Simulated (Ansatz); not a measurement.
Relaxation of CH4BO (7 atoms, charge 0, multiplicity 2), to a largest force component of 0.015 eV/Å in at most 40 steps.

Level of theory: UKS BHLYP-D4/def2-SVP (Ansatz 0.2.0).

```xyz
7
Properties=species:S:1:pos:R:3
C -0.623 0.385 -0.311
B 0.883 0.152 -0.217
O 1.393 -0.580 0.909
H -1.144 -0.525 -0.353
H -0.881 0.992 -1.269
H -1.006 1.035 0.554
H 1.553 0.074 1.630
```

Where does it end, and by what steps?

The forces met the threshold. After 14 steps the energy has fallen by 0.947 eV; H7 moved furthest, 0.75 Å.

```json
{"step": "0", "energy less start (eV)": "0.0000", "largest force component (eV/Å)": "4.209", "accepted": "yes"}
{"step": "1", "energy less start (eV)": "-0.3385", "largest force component (eV/Å)": "1.379", "accepted": "yes"}
{"step": "2", "energy less start (eV)": "-0.4178", "largest force component (eV/Å)": "0.785", "accepted": "yes"}
{"step": "3", "energy less start (eV)": "-0.5341", "largest force component (eV/Å)": "2.180", "accepted": "yes"}
{"step": "4", "energy less start (eV)": "-0.7750", "largest force component (eV/Å)": "1.395", "accepted": "yes"}
{"step": "5", "energy less start (eV)": "-0.8798", "largest force component (eV/Å)": "0.475", "accepted": "yes"}
{"step": "6", "energy less start (eV)": "-0.8806", "largest force component (eV/Å)": "0.907", "accepted": "yes"}
{"step": "7", "energy less start (eV)": "-0.9411", "largest force component (eV/Å)": "0.203", "accepted": "yes"}
{"step": "8", "energy less start (eV)": "-0.9433", "largest force component (eV/Å)": "0.211", "accepted": "yes"}
{"step": "9", "energy less start (eV)": "-0.9405", "largest force component (eV/Å)": "0.470", "accepted": "no"}
{"step": "10", "energy less start (eV)": "-0.9464", "largest force component (eV/Å)": "0.092", "accepted": "yes"}
{"step": "11", "energy less start (eV)": "-0.9467", "largest force component (eV/Å)": "0.029", "accepted": "yes"}
{"step": "12", "energy less start (eV)": "-0.9468", "largest force component (eV/Å)": "0.033", "accepted": "yes"}
{"step": "13", "energy less start (eV)": "-0.9468", "largest force component (eV/Å)": "0.061", "accepted": "no"}
{"step": "14", "energy less start (eV)": "-0.9469", "largest force component (eV/Å)": "0.008", "accepted": "yes"}
```

```xyz
7
Properties=species:S:1:pos:R:3
C -0.716 0.454 -0.311
B 0.694 0.524 0.353
O 1.276 -0.503 0.973
H -1.119 -0.566 -0.313
H -0.686 0.830 -1.338
H -1.408 1.103 0.236
H 2.135 -0.309 1.342
```

The run took 66 s on 1 thread of Arm Neoverse N1, with other jobs on the host, peak memory 0.14 GiB.
